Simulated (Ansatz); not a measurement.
O₄ (charge +1), quartet: energies of several shapes or isomers

Program: Ansatz, Gaussian basis, development build; BCCD by scripts on PySCF. Settings: cc-pVDZ; 4 core orbitals frozen; no relativity. Single-reference values can break down or jump between states where bonds are stretched.

Case A:

```xyz
4

O     0.0000    0.5923    1.1876
O     0.0000   -0.5923    1.1876
O     0.0000    0.5923   -1.1876
O     0.0000   -0.5923   -1.1876
```

Case B:

| atom | x (Å) | y (Å) | z (Å) |
| --- | --- | --- | --- |
| O | 0.0000 | 0.6073 | 1.1876 |
| O | 0.0000 | -0.6073 | 1.1876 |
| O | 0.0000 | 0.5773 | -1.1876 |
| O | 0.0000 | -0.5773 | -1.1876 |

Case C:

```xyz
4

O     0.0000    0.6223    1.1876
O     0.0000   -0.6223    1.1876
O     0.0000    0.5623   -1.1876
O     0.0000   -0.5623   -1.1876
```

Case D:

```xyz
4

O     0.0000    0.5998    1.1876
O     0.0000   -0.5998    1.1876
O     0.0000    0.5848   -1.1876
O     0.0000   -0.5848   -1.1876
```

Energy less that of case A, in eV:

| case | RCCSD(T) | RBCCD(T) | UBCCD(T) |
| --- | --- | --- | --- |
| B | +0.069 | +0.038 | +0.038 |
| C | +0.182 | +0.162 | +0.161 |
| D | +0.045 | +0.009 | +0.009 |

Problem. What does UCCSD(T) give for these differences?

Solution. B: +0.109 eV; C: +0.210 eV; D: +0.021 eV.

Problem. Which case is lowest, and do the methods agree?

Solution. A is lowest in UCCSD(T). Of the methods shown, RCCSD(T) agrees.
